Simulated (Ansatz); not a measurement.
**Several solutions for doublet SiN**

```xyz
2

Si    0.0000    0.0000    0.0000
N     0.0000    0.0000    3.6110
```

Basis set: def2-SVP (spherical functions). Charge 0, multiplicity 2.

UHF was run from several starts with Ansatz (development build ahead of 0.2.0).

```json
{"run": "A", "program": "Ansatz", "start": "stability test followed", "converged": "yes", "energy (hartree)": "-343.08991", "<S²>": "2.76"}
{"run": "B", "program": "Ansatz", "start": "search for the lowest state", "converged": "yes", "energy (hartree)": "-343.08991", "<S²>": "2.76"}
{"run": "C", "program": "Ansatz", "start": "atomic start, no search", "converged": "yes", "energy (hartree)": "-343.08947", "<S²>": "2.75"}
```

(1) Which runs reached the lowest solution of this kind, and what is wrong with the others?

Results:

(1) A, B reached the lowest solution found. Converged but too high: C by 0.01 eV. Convergence only shows a stationary point, and even a stable one can lie too high; stability tests and further starts are what find lower ones. Caution: the unrestricted determinant is a mixture of spin states.
